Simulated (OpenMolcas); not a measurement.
# B3LYP/ANO-R2 (DKH1, RICD fitting) run of P4 (SMILES P12P3P1P23)

What is the vertical ionisation energy of P4 at B3LYP/ANO-R2 (DKH1, RICD fitting)? 

The calculation is run with OpenMolcas 26.06.

## Step 1: The system as given

P4: 4 atoms, total charge 0, spin state singlet. As SMILES, `P12P3P1P23`. Geometry: relaxed at PBE0-D4/def2-TZVP.

Bond lengths: P1–P2 2.184 Å, P1–P3 2.184 Å, P2–P3 2.184 Å, P1–P4 2.184 Å, P2–P4 2.184 Å, P3–P4 2.184 Å. Some angles: P1–P2–P3 60.0°, P1–P2–P4 60.0°, P3–P2–P4 60.0°, P2–P1–P3 60.0°, P2–P1–P4 60.0°, P3–P1–P4 60.0°, P1–P3–P2 60.0°, P1–P3–P4 60.0°, P2–P3–P4 60.0°, P1–P4–P2 60.0°.

## Step 2: Energy and forces at B3LYP/ANO-R2 (DKH1, RICD fitting)

Input file job.inp:

```
>>> EXPORT MOLCAS_PRINT=2
&GATEWAY
Coord
4
bohr
P     -1.36967350    -0.18897261     2.11535942
P      2.44700636     0.20749193     0.59658654
P     -0.34959933    -2.06301401    -1.41691665
P     -0.72773353     2.04449469    -1.29484034
Basis = ANO-R2
Group = NoSym
RICD
&SEWARD
Relativistic = R01O00
Expert
&SCF
KSDFT = B3LYP
PrOrbitals = 0
&ALASKA
```

Started as:

```bash
$ export MOLCAS_MEM=1860
$ pymolcas job.inp > job.log
```

The program printed (excerpt; [...] marks lines left out):

```text
--- Start Module: gateway ---
[...]
--- Stop Module: gateway /rc=_RC_ALL_IS_WELL_ ---
[...]
 ###    WARNING:  EXPERT option is ON!                                       ###
 ###############################################################################
               SEWARD will generate:
[...]
      Basis functions          156
[...]
--- Start Module: scf ---
[...]
       Convergence after  10 Iterations
[...]
::    Total KS-DFT energy                           -1369.4499852330
[...]
      Total spin, S                                     0.0000000000
[...]
      Total electronic charge=   60.000000
      Total            charge=   -0.000000
[...]
      Dipole Moment (debye):
      Origin of the operator (angstrom)=   -0.0000    0.0000    0.0000
                   X= -2.9777E-05               Y= -2.4589E-05               Z= -1.9209E-05           Total=  4.3131E-05
      Quadrupole Moment (debye*angstrom):
[...]
--- Stop Module: scf /rc=_RC_ALL_IS_WELL_ ---
[...]
--- Start Module: alaska ---
[...]
 *              Molecular gradients               *
 **************************************************
  Irreducible representation: a
 ------------------------------------------------------------------------------------------
                              X                       Y                       Z
 ------------------------------------------------------------------------------------------
  P1                5.47913880240714E-03    7.45412599092443E-04   -8.46752378490123E-03
  P2               -9.76696219280626E-03   -8.32851822097247E-04   -2.38039201091134E-03
  P3                1.39248799293412E-03    8.24970917039636E-03    5.67570059162037E-03
  P4                2.89533539756981E-03   -8.16226994756875E-03    5.17221520416555E-03
 ------------------------------------------------------------------------------------------
--- Stop Module: alaska /rc=_RC_ALL_IS_WELL_ ---
[...]
```

Run time: 56 s. Hardware: 1 thread of Arm Neoverse V1, shared host; peak memory 0.51 GiB.

## Step 3: The doublet cation, same level

Input file job.input:

```
&GATEWAY
COORD
4
bohr
P     -1.36967350    -0.18897261     2.11535942
P      2.44700636     0.20749193     0.59658654
P     -0.34959933    -2.06301401    -1.41691665
P     -0.72773353     2.04449469    -1.29484034
BASIS
ANO-R2
GROUP
NoSym
RICD
&SEWARD
RELATIVISTIC
R01O00
EXPERT
&SCF
UHF
CHARGE
1
SPIN
2
KSDFT
B3LYP
PRORBITALS
0
&ALASKA
```

Started as:

```bash
$ export MOLCAS_MEM=1860
$ pymolcas job.input > job.log
```

The program printed (excerpt; [...] marks lines left out):

```text
--- Start Module: gateway ---
[...]
--- Stop Module: gateway /rc=_RC_ALL_IS_WELL_ ---
[...]
 ###    WARNING:  EXPERT option is ON!                                       ###
 ###############################################################################
               SEWARD will generate:
[...]
      Basis functions          156
[...]
--- Start Module: scf ---
[...]
       Convergence after  36 Iterations
[...]
::    Total KS-DFT energy                           -1369.1011782004
[...]
      Total spin, S                                     0.5025100252
[...]
      Total electronic charge=   59.000000
      Total            charge=    1.000000
[...]
      Dipole Moment (debye):
      Origin of the operator (angstrom)=   -0.0000    0.0000    0.0000
                   X=  1.0798E-04               Y=  6.1162E-05               Z= -2.3984E-06           Total=  1.2412E-04
      Center of Charge (angstrom)
[...]
--- Stop Module: scf /rc=_RC_ALL_IS_WELL_ ---
[...]
--- Start Module: alaska ---
[...]
 *              Molecular gradients               *
 **************************************************
  Irreducible representation: a
 ------------------------------------------------------------------------------------------
                              X                       Y                       Z
 ------------------------------------------------------------------------------------------
  P1                2.59175732709238E-03   -3.00731972267219E-02   -3.34676064415191E-02
  P2               -2.49680849772602E-02    2.96747719578061E-02   -2.29104225499039E-02
  P3               -1.87007579661920E-02    8.96387938892929E-03    4.00111198690709E-02
  P4                4.10770856164415E-02   -8.56545411985010E-03    1.63669091223930E-02
 ------------------------------------------------------------------------------------------
--- Stop Module: alaska /rc=_RC_ALL_IS_WELL_ ---
[...]
```

Wall time 2.4 min (1 thread of Arm Neoverse V1, shared host); peak memory 0.51 GiB.

## Step 4: What came out

At B3LYP/ANO-R2 (DKH1, RICD fitting):

```
                                          quantity           value
                          singlet P4: total energy  -1369.44999 Eh
                         singlet P4: dipole moment          0.00 D
                           singlet P4: HOMO energy        -7.29 eV
                           singlet P4: LUMO energy        -0.76 eV
                         singlet P4: HOMO–LUMO gap         6.52 eV
              singlet P4: largest force on an atom      0.520 eV/Å
                      doublet cation: total energy  -1369.10118 Eh
doublet cation: HOMO energy (highest over α and β)       -13.19 eV
 doublet cation: LUMO energy (lowest over α and β)       -11.71 eV
                              doublet cation: ⟨S²⟩           0.755
          doublet cation: largest force on an atom      2.318 eV/Å
vertical ionisation energy (to the doublet cation)        9.492 eV
```

What this shows: Removing an electron at fixed nuclei costs 9.49 eV (219 kcal/mol). The largest force (singlet P4) is 0.52 eV/Å: the shape isn't a stationary point for this species at this level. The negative HOMO energy of the first species, 7.29 eV, lies 2.20 eV below that difference.
